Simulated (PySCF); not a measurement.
Z-matrix (Å, degrees):
```
N
H 1 1.0357
H 1 1.0357 2 100.93
```
Charge 0, spin multiplicity 2.

### Question
Predict the highest occupied spin orbital, total energy and dipole moment from TPSSh-D3(BJ)/def2-TZVP // r2SCAN-D4/def2-SVP (PySCF).

### Answer

```
Property                             Value
-----------------------------  -----------
highest occupied spin orbital     -7.94 eV
total energy                   -55.9042 Ha
dipole moment                       1.94 D
```
